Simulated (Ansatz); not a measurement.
## CCSD(T) forces

C2H6O, singlet, displaced at random from its PBE0-D4/def2-TZVP minimum.

C1  (-0.388, 0.710, -0.779)
O2  (0.580, -0.211, -0.591)
C3  (0.335, -0.893, 0.603)
H4  (-1.306, 0.479, -0.649)
H5  (-0.344, 1.464, -1.506)
H6  (-0.490, 1.530, 0.296)
H7  (-0.495, -1.263, 0.559)
H8  (1.274, -1.554, 0.673)
H9  (0.720, -0.302, 1.406)
(Å)

Ansatz 0.2.0; basis: def2-TZVPP; cores frozen in the correlated methods.

CCSD(T) forces from the calculation:
| atom | Fx | Fy | Fz (eV/Å) |
| --- | --- | --- | --- |
| C1 | 3.571 | 5.351 | 4.182 |
| O2 | 0.677 | 0.199 | -1.567 |
| C3 | 12.835 | 2.639 | -0.067 |
| H4 | -6.392 | -2.994 | 0.135 |
| H5 | 1.074 | 0.324 | -1.679 |
| H6 | 0.878 | -1.672 | -2.299 |
| H7 | -9.320 | -4.528 | 0.615 |
| H8 | -1.935 | -0.529 | -0.493 |
| H9 | -1.389 | 1.212 | 1.172 |

**Question.** Which atom feels the largest CCSD(T) force, and how large is it?

**Answer.** C3, 13.10 eV/Å, along (0.98, 0.20, -0.01).

Root-mean-square difference of the force components from those of CCSD(T): PBE-D4 0.197; r2SCAN-D4 0.097; PBE0-D4 0.172; wB97M-V 0.081 eV/Å.

The T1 diagnostic stays at or below 0.011.

For scale, one of the runs: CCSD(T)/def2-TZVPP forces, 177 basis functions (an equivalent command: `ansatz run in.yaml --threads 2`). Time: 5.2 min of wall clock on 2 CPU threads; the host was shared. Peak host memory: 3.2 GiB.
